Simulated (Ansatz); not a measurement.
Compare A (`CC(C)=CO`) with its isomer B (`C=C(C)CO`).

Gas-phase electronic energies from Ansatz, PBE0-D4/def2-TZVP geometries. CCSD(T)/CBS adds triple-zeta CCSD(T) − MP2 to the extrapolated MP2 energy (def2 sets, frozen cores). Functionals use def2-TZVPP. B3LYP here is the variant with VWN-RPA as its local correlation; programs differ in this. One conformer a species, not always the lowest.

(1) Which isomer does CCSD(T)/CBS put lower? Give the gap. (An estimate is asked.)

(2) Give E(B) − E(A) in kJ/mol with PBE0-D4, B3LYP, r2SCAN-D4, CCSD/def2-TZVPP, CCSD(T)/def2-TZVPP, B3LYP-D4, PBE-D4. (Estimate.)

Largest T1 diagnostic: 0.011.

Results:

(1) The calculation gave: A, by 16.0 kJ/mol.

(2) Computed: PBE0-D4 22.7, B3LYP 20.2, r2SCAN-D4 23.3, CCSD/def2-TZVPP 14.5, CCSD(T)/def2-TZVPP 15.2, B3LYP-D4 19.4, PBE-D4 24.7. None reverses the order clearly.

In def2-TZVPP, CCSD(T) changes the Hartree–Fock value by +4.0 kJ/mol (the triples alone add +0.7 kJ/mol) and MP2 by +6.2 kJ/mol.
